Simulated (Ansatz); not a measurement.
Two shapes of singlet H2S.

Shape 1:

```xyz
3

S     0.0000    0.0000    0.0793
H     0.0000    0.9379   -0.8056
H     0.0000   -0.9379   -0.8056
```

Shape 2:

```xyz
3

S     0.0000    0.0000    0.0930
H     0.0000    0.9597   -0.8125
H     0.0000   -0.9597   -0.8125
```

Basis set: cc-pVTZ on H; cc-pV(T+d)Z on S (spherical functions). Frozen core: 5 orbitals. Charge 0, multiplicity 1.

Computed with Ansatz (development build ahead of 0.2.0); each method stands on the lowest determinant of its kind that the runs found.

Task: Which shape is lower in energy, and by how much in each method?

Result:

```json
{"method": "RHF", "E(2) − E(1) (eV)": "-0.043"}
{"method": "RHF-MP2", "E(2) − E(1) (eV)": "-0.050"}
{"method": "RHF-CCSD(T)", "E(2) − E(1) (eV)": "-0.058"}
```

Shape 2 is lower.
